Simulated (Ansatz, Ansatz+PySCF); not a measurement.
```
atom    x (Å)    y (Å)    z (Å)
   C  -0.0107  -0.0158  -1.2616
   C   0.0396  -0.0211   0.0221
   C  -0.0007  -0.0471   1.3245
   H  -0.0409  -0.9622  -1.8614
   H   0.0329   0.9375  -1.8373
   H  -0.9202   0.0108   1.8290
   H   0.9266   0.0472   1.8879
```

RHF-MP2 on singlet C3H4 was run in several spherical basis sets with Ansatz (development build ahead of 0.2.0). Frozen core: 3 orbitals.

Task: Rank the basis sets by the total energy that they give, lowest first, with the distance from the lowest.
A. def2-SVP
B. cc-pVDZ
C. cc-pVTZ
D. 6-31G(d)
E. def2-TZVP
F. 6-31G

Result: C (0.00 eV), E (0.26 eV), B (3.24 eV), D (4.17 eV), A (5.81 eV), F (8.19 eV).

Totals follow the description of the cores as much as that of the bonds, so this order isn't one of quality for chemistry.
